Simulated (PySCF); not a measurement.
hydrosulfide, HS (charge -1), SMILES [SH-], point group C∞v.

Level: PBE0/pcSseg-2 in PySCF (density fitting, grid level 2); geometry and Hessian at that level, cubic constants and property derivatives from steps of ±0.6 along each species' dimensionless normal coordinates, second-order vibrational perturbation theory. The parent has the commonest isotopes.

Equilibrium geometry (Å):

```csv
atom,x,y,z
S1,0.6785,-0.0115,-0.0114
H2,-0.6675,0.0166,-0.0452
```

Problem. Give the equilibrium and ground-state rotational constants (MHz) of parent; ³³S at 1; ²H at 2; ³³S at 1, ²H at 2.

Solution. 
```tsv
species	Be	B0	harmonic ZPE (cm⁻¹)
parent	285200	280930	1328
³³S at 1	284940	280670	1327
²H at 2	147060	145490	954
³³S at 1, ²H at 2	146800	145230	953
```

Problem. And its quartic centrifugal distortion constants from the harmonic force field?

Solution. Linear top: D = 14600 kHz.
